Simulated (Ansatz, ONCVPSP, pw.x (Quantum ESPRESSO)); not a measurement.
**pw.x on diamond Si: one setting changed**

Potential: optimised norm-conserving Vanderbilt (ONCV), ONCVPSP 4.0.1.1 (patched build), PBE; core [Ne], reference 3s2 3p1; waves: 3s: rc 1.85 bohr, ncon 4, nbas 7, qcut 3.6 1/bohr, 2 projectors, debl 0.4 Ha; 3p: rc 2.25 bohr, ncon 3, nbas 7, qcut 4.6 1/bohr, 2 projectors, debl 1 Ha; local part: polynomial inside 1.20 bohr (lpopt 4, dvloc0 0 Ha); core correction: polynomial model core, fcfact 0.75. In the s channel the program set the typed energies aside and used -0.700, 0.250 Ha.

The reference run (k-mesh 8³, cutoffs 70/280 Ry, Fermi–Dirac 0.01 Ry, mixing_beta 0.4, conv_thr 1e-9, no spin) gives 0.53 GPa at 20.463 Å³/atom, where all-electron LAPW gives -0.05 GPa. This run, with its own iteration cap, changes degauss to 0.02.

```
&control
  calculation='scf', prefix='x', pseudo_dir='./', outdir='./tmp', tstress=.true., disk_io='none'
/
&system
  ibrav=0, nat=2, ntyp=1, ecutwfc=70, ecutrho=280, nbnd=11,
  occupations='smearing', smearing='fd', degauss=0.02
/
&electrons
  conv_thr=1e-09, mixing_beta=0.4, electron_maxstep=50
/
ATOMIC_SPECIES
Si 1.0 Si.UPF
CELL_PARAMETERS angstrom
  0.00000000 2.73520428 2.73520428
  2.73520428 0.00000000 2.73520428
  2.73520428 2.73520428 0.00000000
ATOMIC_POSITIONS crystal
Si 0.0000 0.0000 0.0000
Si 0.2500 0.2500 0.2500
K_POINTS automatic
8 8 8 0 0 0
```

```bash
pw.x < Si.scf.in > Si.scf.out
```

Problem. How does the run end?

Solution. It converges in 8 iterations; the free energy moves by -5.6 meV/atom and the pressure by -0.05 GPa. In a metal, with Fermi–Dirac smearing, F lies below its zero-width value by a term in the square of the width.

```
Message from routine setup:
     using ibrav=0 with symmetry is DISCOURAGED, use correct ibrav instead
     lattice parameter (alat)  =       7.3098  a.u.
     unit-cell volume          =     276.1823 (a.u.)^3
     number of electrons       =         8.00
     number of Kohn-Sham states=           11
     kinetic-energy cutoff     =      70.0000  Ry
     charge density cutoff     =     280.0000  Ry
     scf convergence threshold =      1.0E-09
     Exchange-correlation= PBE
     number of k points=    29  Fermi-Dirac smearing, width (Ry)=  0.0200
     iteration #  1     ecut=    70.00 Ry     beta= 0.40
     total energy              =     -22.83491603 Ry
     estimated scf accuracy    <       0.06377689 Ry
     iteration #  2     ecut=    70.00 Ry     beta= 0.40
     total energy              =     -22.83081571 Ry
     estimated scf accuracy    <       0.01930764 Ry
     iteration #  3     ecut=    70.00 Ry     beta= 0.40
     total energy              =     -22.83183513 Ry
     estimated scf accuracy    <       0.00046990 Ry
     [... 2 iterations left out ...]
     iteration #  6     ecut=    70.00 Ry     beta= 0.40
     total energy              =     -22.83187720 Ry
     estimated scf accuracy    <       0.00000002 Ry
     iteration #  7     ecut=    70.00 Ry     beta= 0.40
     total energy              =     -22.83187720 Ry
     estimated scf accuracy    <          1.1E-09 Ry
     iteration #  8     ecut=    70.00 Ry     beta= 0.40
     the Fermi energy is     6.3152 ev
!    total energy              =     -22.83187720 Ry
     estimated scf accuracy    <          1.1E-10 Ry
     smearing contrib. (-TS)   =      -0.00317157 Ry
     The total energy is F=E-TS. E is the sum of the following terms:
     one-electron contribution =       4.89865572 Ry
     hartree contribution      =       1.10976455 Ry
     xc contribution           =     -12.16227182 Ry
     ewald contribution        =     -16.67485408 Ry
     convergence has been achieved in   8 iterations
          total   stress  (Ry/bohr**3)                   (kbar)     P=        4.72
     Message from routine punch:
     Nothing written, as per user request (disk_io='none')
```

The run took about 19 s on one core of a shared host (Neoverse-N1, 64 threads, 124 GiB, load 58).
